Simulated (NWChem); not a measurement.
# NSF3 (thiazyl trifluoride) at B3LYP/def2-SVPD

Aim: the vertical singlet–triplet gap of NSF3 (thiazyl trifluoride) at B3LYP/def2-SVPD, from 2 runs. 

The calculation is run with NWChem 7.3.0.

1 further run of the same task is left out (it didn't finish).

## 1. Starting point

NSF3: 5 atoms, total charge 0, spin state singlet. SMILES: `N#S(F)(F)F`. The coordinates come from a PBE0-D4/def2-TZVP relaxation.

Bond lengths: N1–S2 1.409 Å, S2–F3 1.555 Å, S2–F4 1.555 Å, S2–F5 1.555 Å. Angles: N1–S2–F3 122.6°, N1–S2–F4 122.6°, N1–S2–F5 122.6°, F3–S2–F4 93.7°, F3–S2–F5 93.7°, F4–S2–F5 93.7°.

## 2. Energy and forces at B3LYP/def2-SVPD

f3ns.nw

```
echo
start f3ns
memory stack 880 mb heap 220 mb global 1100 mb

geometry noautosym nocenter noautoz
  N     -0.349630    -0.004150     1.591380
  S     -0.047340    -0.000560     0.215490
  F      1.023370    -0.939300    -0.408980
  F     -1.108620    -0.317610    -0.875740
  F      0.482210     1.261610    -0.522150
end

basis spherical bse
  * library def2-SVPD
end

dft
  xc b3lyp
  grid fine
  convergence energy 1e-08
  iterations 100
  mulliken
end

task dft gradient
```

On the command line:

```bash
nwchem f3ns.nw > f3ns.out
```

Standard output:

```text
[...]
          Wavefunction type:  closed shell.
          No. of atoms     :     5
          No. of electrons :    50
[...]
          Charge           :     0
          Spin multiplicity:     1
[...]
          AO basis - number of functions:   116
[...]
              XC Information
              --------------
                         B3LYP Method XC Potential
                     Hartree-Fock (Exact) Exchange  0.200
                        Slater Exchange Functional  0.800 local
                    Becke 1988 Exchange Functional  0.720 non-local
              Lee-Yang-Parr Correlation Functional  0.810
                  VWN I RPA Correlation Functional  0.190 local
[...]
 d= 0,ls=0.0,diis     1   -751.7117628332 -1.04D+03  2.81D-02  2.21D+00     1.8
[...]
 d= 0,ls=0.0,diis    11   -751.9501452405 -2.29D-10  1.58D-07  4.45D-10    15.9
         Total DFT energy =     -751.950145240542
      One electron energy =    -1603.132374050432
           Coulomb energy =      630.945107185639
    Exchange-Corr. energy =      -63.989627862459
 Nuclear repulsion energy =      284.226749486710
[...]
      Total Density - Mulliken Population Analysis
     ---------------------------------------------
    Atom       Charge   Shell Charges
 -----------   ------   -------------------------------------------------------
    1 N    7     7.24   1.99  1.14  0.58  0.12  2.22  1.14  0.03  0.02
    2 S   16    14.49   2.00  1.98  1.27 -0.17 -0.02  5.92  1.66  0.95  0.08  0.76  0.07
    3 F    9     9.42   1.99  1.15  0.79  0.07  3.34  1.92  0.14  0.01  0.01
    4 F    9     9.42   1.99  1.15  0.79  0.07  3.34  1.92  0.14  0.01  0.01
    5 F    9     9.42   1.99  1.15  0.79  0.07  3.34  1.92  0.14  0.01  0.01
[...]
  wavefunction    = closed shell
                         DFT ENERGY GRADIENTS
    atom               coordinates                        gradient
                 x          y          z           x          y          z
   1 N      -0.660705  -0.007842   3.007272    0.007516   0.000088  -0.034214
   2 S      -0.089460  -0.001058   0.407217    0.007314   0.000088  -0.033285
   3 F       1.933889  -1.775020  -0.772860   -0.028342   0.024649   0.017423
   4 F      -2.094988  -0.600196  -1.654909    0.027643   0.008324   0.029681
   5 F       0.911245   2.384097  -0.986720   -0.014131  -0.033150   0.020396
[...]
```

Wall time 22 s (1 thread of Intel Xeon 6975P-C (Granite Rapids), shared host); peak memory 0.13 GiB.

## 3. The triplet: the energy at UB3LYP/def2-SVPD

job.xyz

```xyz
5

N     -0.349630    -0.004150     1.591380
S     -0.047340    -0.000560     0.215490
F      1.023370    -0.939300    -0.408980
F     -1.108620    -0.317610    -0.875740
F      0.482210     1.261610    -0.522150
```

run.py

```python
from ase.io import read
from ase.calculators.nwchem import NWChem

molecule = read('job.xyz')

calc = NWChem(
    label='job',
    theory='dft',
    memory='2200 mb',
    basis='def2-SVPD',
    basispar='spherical bse',
    dft={'xc': 'b3lyp', 'mult': '3', 'grid': 'fine', 'convergence': 'energy 1e-08', 'iterations': '100', 'mulliken': None, 'print': 'low'},
    task='energy',
)
molecule.calc = calc

print(f"energy = {molecule.get_potential_energy():.6f} eV")
```

On the command line:

```bash
export ASE_NWCHEM_COMMAND="nwchem PREFIX.nwi > PREFIX.nwo"
python run.py
```

Standard output:

```text
energy = -20455.820354 eV
```

The calculator wrote job.nwi:

```
title "job"

permanent_dir job

scratch_dir job

start job

geometry units angstrom nocenter noautosym noautoz
  N  -3.4963000000000000e-01 -4.1500000000000000e-03 1.5913800000000000e+00
  S  -4.7340000000000000e-02 -5.5999999999999995e-04 2.1548999999999999e-01
  F  1.0233699999999999e+00 -9.3930000000000002e-01 -4.0898000000000001e-01
  F  -1.1086199999999999e+00 -3.1761000000000000e-01 -8.7573999999999996e-01
  F  4.8221000000000003e-01 1.2616099999999999e+00 -5.2215000000000000e-01
end

memory 2200 mb

basis spherical bse noprint
   * library def2-SVPD
end

dft
  xc b3lyp
  mult 3
  grid fine
  convergence energy 1e-08
  iterations 100
  mulliken
  print low
end

task dft energy
```

job.nwo:

```text
Northwest Computational Chemistry Package (NWChem) 7.3.0
             --------------------------------------------------------

           Job information
           ---------------

    nwchem branch   = 7.3.0
    use scalapack   = T
    input           = job.nwi
    prefix          = job.
    data base       = job/job.db
    status          = startup
    nproc           =        1

           Memory information
           ------------------

    heap     =     72089598 doubles =      550.0 Mbytes
    stack    =     72089595 doubles =      550.0 Mbytes
    global   =    144179200 doubles =     1100.0 Mbytes (distinct from heap & stack)
    total    =    288358393 doubles =     2200.0 Mbytes
    verify   = yes
    hardfail = no

           Directory information
           ---------------------

  0 permanent = job
  0 scratch   = job

                                NWChem Input Module
                                -------------------

                                        job
                                        ---

 Scaling coordinates for geometry "geometry" by  1.889725989
 (inverse scale =  0.529177249)

                             Geometry "geometry" -> ""
                             -------------------------

 Output coordinates in angstroms (scale by  1.889725989 to convert to a.u.)

  No.       Tag          Charge          X              Y              Z
 ---- ---------------- ---------- -------------- -------------- --------------
    1 N                    7.0000    -0.34963000    -0.00415000     1.59138000
    2 S                   16.0000    -0.04734000    -0.00056000     0.21549000
    3 F                    9.0000     1.02337000    -0.93930000    -0.40898000
    4 F                    9.0000    -1.10862000    -0.31761000    -0.87574000
    5 F                    9.0000     0.48221000     1.26161000    -0.52215000

      Atomic Mass
      -----------

[... 6 lines left out ...]
            Nuclear Dipole moment (a.u.)
[... 80 lines left out ...]
   convergence    iter        energy       DeltaE   RMS-Dens  Diis-err    time
[... 13 lines left out ...]
         Total DFT energy =     -751.737538673506
      One electron energy =    -1603.321369791589
           Coulomb energy =      631.408543116634
    Exchange-Corr. energy =      -64.051461485260
 Nuclear repulsion energy =      284.226749486710
[... 17 lines left out ...]
     --------------------------------------------
      Spin Density - Mulliken Population Analysis
     --------------------------------------------

    Atom       Charge   Shell Charges
 -----------   ------   -------------------------------------------------------
    1 N    7     0.87   0.00  0.05 -0.03  0.01  0.57  0.26  0.01  0.01
    2 S   16     1.00   0.00  0.00  0.17  0.39  0.21  0.00  0.04  0.04  0.01  0.11  0.01
    3 F    9     0.04   0.00  0.02 -0.03 -0.06  0.13  0.00 -0.03 -0.00 -0.00
    4 F    9     0.07   0.00  0.02 -0.03 -0.06  0.16  0.01 -0.03 -0.00 -0.00
    5 F    9     0.02   0.00  0.02 -0.03 -0.06  0.11 -0.00 -0.03 -0.00 -0.00

     -------------------------------------------
      Total Density - Lowdin Population Analysis
     -------------------------------------------

    Atom       Charge   Shell Charges
 -----------   ------   -------------------------------------------------------
    1 N    7     7.14   1.98  0.90  0.44  0.22  2.07  1.31  0.04  0.18
    2 S   16    14.79   2.00  1.93  0.58  0.22  0.17  5.78  1.40  0.90  0.16  0.88  0.76
    3 F    9     9.36   1.98  1.03  0.64  0.15  3.21  1.88  0.26  0.01  0.21
    4 F    9     9.34   1.98  1.03  0.64  0.15  3.20  1.87  0.26  0.01  0.20
    5 F    9     9.37   1.98  1.03  0.64  0.15  3.21  1.89  0.26  0.01  0.21

     ------------------------------------------
      Spin Density - Lowdin Population Analysis
     ------------------------------------------

    Atom       Charge   Shell Charges
 -----------   ------   -------------------------------------------------------
    1 N    7     0.87   0.00  0.05 -0.00  0.03  0.54  0.23  0.01  0.01
    2 S   16     0.46   0.00  0.02  0.07  0.04  0.10  0.00  0.03  0.02  0.00  0.14  0.03
    3 F    9     0.22   0.00  0.03  0.00  0.02  0.14  0.01 -0.00  0.00  0.02
    4 F    9     0.26   0.00  0.03  0.00  0.02  0.17  0.01 -0.00  0.00  0.02
    5 F    9     0.19   0.00  0.03  0.00  0.02  0.12  0.00 -0.00  0.00  0.02

     --------------------------
     Expectation value of S2:
     --------------------------
      <S2> =      2.0039 (Exact =     2.0000)

 Task  times  cpu:       26.8s     wall:       26.8s
 Total times  cpu:       26.8s     wall:       26.8s
```

Wall time 28 s (1 thread of Intel Xeon 6975P-C (Granite Rapids), shared host); peak memory 0.12 GiB.

## 4. What came out

Level: B3LYP/def2-SVPD.

| quantity | value |
| --- | --- |
| singlet: total energy | -751.95015 Eh |
| singlet: dipole moment | 1.89 D |
| singlet: HOMO energy | -9.61 eV |
| singlet: LUMO energy | -1.88 eV |
| singlet: HOMO–LUMO gap | 7.73 eV |
| singlet: largest force on an atom | 2.129 eV/Å |
| triplet: total energy | -751.73754 Eh |
| triplet: ⟨S²⟩ | 2.004 |
| vertical energy of the triplet above the singlet | 5.785 eV |

What this shows: At this shape the triplet lies 5.79 eV (133 kcal/mol) above the singlet. The largest force (singlet) is 2.13 eV/Å: the shape isn't a stationary point for this species at this level. Mulliken charges (singlet) run from -0.42 on F3 to +1.51 on S2; in a basis this large or diffuse they mean little. Mulliken charges (triplet) run from -0.35 on F5 to +1.15 on S2; in a basis this large or diffuse they mean little.
